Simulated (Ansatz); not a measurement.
Computed with Ansatz.

C$_{4}$H$_{5}$NO, SMILES `C=C1COC1=N` at its PBE0-D4/def2-TZVP geometry, where that method's forces vanish. The species carries charge 0 and has multiplicity 1.

```csv
atom,x (Å),y (Å),z (Å)
C1,0.484,-0.044,-1.546
C2,0.149,0.124,-0.281
C3,0.284,1.175,0.784
O4,-0.420,0.298,1.703
C5,-0.557,-0.679,0.750
N6,-1.121,-1.782,0.927
H7,1.016,0.719,-2.102
H8,0.234,-0.960,-2.069
H9,1.297,1.384,1.134
H10,-0.268,2.104,0.622
H11,-1.099,-2.339,0.078
```

Problem. For each bond, give half the difference of the two atoms' forces along it (eV/Å; positive pushes the atoms apart) under PBE-D4, r2SCAN-D4, B3LYP-D4, ωB97M-V in def2-TZVPP. (An estimate is asked.)

Solution. The calculation gave: 
| bond | length (Å) | PBE-D4 | r2SCAN-D4 | B3LYP-D4 | ωB97M-V |
| --- | --- | --- | --- | --- | --- |
| C1–C2 | 1.319 | 0.32 | 0.16 | 0.01 | -0.21 |
| C1–H7 | 1.084 | 0.00 | -0.08 | -0.07 | -0.03 |
| C1–H8 | 1.084 | 0.03 | -0.06 | -0.07 | -0.05 |
| C2–C3 | 1.502 | -0.09 | 0.02 | 0.19 | 0.27 |
| C2–C5 | 1.486 | -0.38 | -0.19 | 0.05 | 0.31 |
| C3–O4 | 1.452 | 0.52 | 0.43 | 0.37 | 0.21 |
| C3–H9 | 1.092 | 0.05 | -0.10 | -0.17 | -0.17 |
| C3–H10 | 1.092 | 0.04 | -0.10 | -0.17 | -0.17 |
| O4–C5 | 1.372 | 0.45 | 0.32 | 0.27 | 0.18 |
| C5–N6 | 1.250 | 0.61 | 0.24 | -0.01 | -0.20 |
| N6–H11 | 1.016 | 0.17 | -0.01 | -0.06 | -0.02 |

B3LYP here is the variant with VWN-RPA as its local correlation; programs differ in this.
